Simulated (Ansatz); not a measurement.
# Scan of [H···H···O], triplet

Starting geometry:

```xyz
3

H     0.0000    0.0000   -0.9980
H     0.0000    0.0000   -0.2530
O     0.0000    0.0000    1.2510
```

From there H2 is moved from one fragment to the other while all else, the fragments' distance too, stays fixed, so the hump isn't the reaction's barrier; atoms are numbered as listed. Energies are in kJ/mol, counted from the starting geometry at the same level. Kohn–Sham curves are unrestricted where that lies lower.

Basis cc-pVDZ; Ansatz 0.2.0. Only valence electrons are correlated (noble-gas cores frozen).

Full CI is exact within this basis and frozen core; it isn't the basis-set limit.

| distance H1-H2 (Å) | r2SCAN |
| --- | --- |
| 0.693 | 10.7 |
| 0.745 | 0.0 |
| 0.818 | -2.5 |
| 0.892 | 1.2 |
| 0.965 | 4.1 |
| 1.039 | 2.4 |
| 1.112 | -4.0 |
| 1.186 | -10.9 |
| 1.259 | -10.5 |

Estimate the full CI curve in cc-pVDZ from this one, knowing how r2SCAN errs.

The computed full CI values, in kJ/mol from the starting point, and the error of r2SCAN against them:
```json
{"distance H1-H2 (Å)": "0.693", "full CI": "4.9", "r2SCAN less full CI": "5.8"}
{"distance H1-H2 (Å)": "0.745", "full CI": "0.0", "r2SCAN less full CI": "0.0"}
{"distance H1-H2 (Å)": "0.818", "full CI": "7.3", "r2SCAN less full CI": "-9.9"}
{"distance H1-H2 (Å)": "0.892", "full CI": "21.8", "r2SCAN less full CI": "-20.6"}
{"distance H1-H2 (Å)": "0.965", "full CI": "33.8", "r2SCAN less full CI": "-29.6"}
{"distance H1-H2 (Å)": "1.039", "full CI": "36.9", "r2SCAN less full CI": "-34.5"}
{"distance H1-H2 (Å)": "1.112", "full CI": "30.2", "r2SCAN less full CI": "-34.1"}
{"distance H1-H2 (Å)": "1.186", "full CI": "18.8", "r2SCAN less full CI": "-29.7"}
{"distance H1-H2 (Å)": "1.259", "full CI": "13.0", "r2SCAN less full CI": "-23.5"}
```

The error spans 40.3 kJ/mol and is largest, -34.5 kJ/mol, at 1.039 Å.

In so small a basis the reference is far from its limit while semilocal and hybrid functionals are nearer theirs, so the functionals' errors here hold much of the reference's basis and frozen-core error, which can add to them or hide them.
